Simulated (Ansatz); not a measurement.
Li3 (the lowest doublet isomer of a short search). The state is a doublet with charge 0. Geometry PBE/def2-TZVP, basis def2-TZVP, Ansatz.

Cartesian coordinates in Å:
```
Li -0.919 0.390 1.121
Li -0.764 -1.095 -1.257
Li 1.683 0.706 0.136
```

| run | HOMO (eV) | LUMO (eV) |
| --- | --- | --- |
| A | -3.13 | -1.36 |
| B | -3.07 | -1.55 |
| C | -2.73 | -1.87 |
| D | -2.59 | -2.06 |
| E | -3.32 | -0.91 |
| F | -2.84 | -1.58 |

HSE06 is defined as in plane-wave codes, on full-range PBE exchange. The structure comes from a short search, and lower isomers may exist.

HOMO and LUMO are taken over both spins.

**Question.** The runs used BHLYP, HSE06, PBE, PBE0, r2SCAN0, r2SCANh. Estimate which is which.

**Answer.** A r2SCAN0 (25 % exact exchange); B PBE0 (25 % exact exchange); C HSE06 (range-separated); D PBE (0 % exact exchange); E BHLYP (50 % exact exchange); F r2SCANh (10 % exact exchange). Exact exchange lowers occupied and raises empty levels; among semilocal functionals meta-GGAs tend to open the gap a little, and such runs are hard to tell apart. The gap grows from 0.53 eV (PBE) to 2.41 eV (BHLYP). At r2SCAN0/def2-TZVP, r2SCANh/def2-TZVP the charge 0 doublet is spin-contaminated (final ⟨S²⟩ up to 0.86, 0.75 for a pure state).
